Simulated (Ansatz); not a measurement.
The same path of C3H7F (11 atoms, charge 0, multiplicity 1) was run 3 times with different band settings. The coordinate that changes most is the dihedral F4–C2–C3–H9.

These are results of RKS revPBE/6-31G* in Ansatz, not measurements.

Relaxed end points:

```xyz
11
Properties=species:S:1:pos:R:3
C -0.240 1.063 -0.714
C -0.485 -0.310 -0.083
C 0.635 -0.779 0.850
F -0.616 -1.259 -1.127
H -1.058 1.318 -1.409
H -0.188 1.847 0.062
H 0.709 1.066 -1.277
H -1.450 -0.305 0.463
H 1.599 -0.808 0.312
H 0.420 -1.791 1.231
H 0.738 -0.097 1.712
```

```xyz
11
Properties=species:S:1:pos:R:3
C -0.172 0.978 -0.844
C -0.536 -0.221 0.036
C 0.627 -0.756 0.877
F -0.988 -1.267 -0.807
H -1.037 1.280 -1.458
H 0.133 1.839 -0.225
H 0.662 0.722 -1.521
H -1.386 0.043 0.696
H 0.978 0.010 1.591
H 1.473 -1.042 0.229
H 0.311 -1.644 1.449
```

Common settings: movable images 5; climbing image yes; spring 5.0 eV/Å²; start path through a guess of the saddle point; force threshold 0.05 eV/Å; end points relaxed.

| run | optimiser | iteration limit | largest step |
| --- | --- | --- | --- |
| 1 | quadratic models (default) | 60 | default |
| 2 | quadratic models (default) | 10 | default |
| 3 | fire | 60 | 0.02 Å |

Question: What does each run give, and how far can it be trusted?

Answer: Run 1: converged after 5 iterations, highest image 0.142 eV above the first end. A vibrational analysis at the climbing image gives one clearly imaginary mode, 238i cm⁻¹: a first-order saddle point.
Run 2: converged after 5 iterations, highest image 0.142 eV above the first end. Another band between the same ends (5 images) ends at a top of the same energy, where a vibrational analysis finds 1 clearly imaginary mode.
Run 3: converged after 19 iterations, highest image 0.142 eV above the first end. Another band between the same ends (5 images) ends at a top of the same energy, where a vibrational analysis finds 1 clearly imaginary mode.
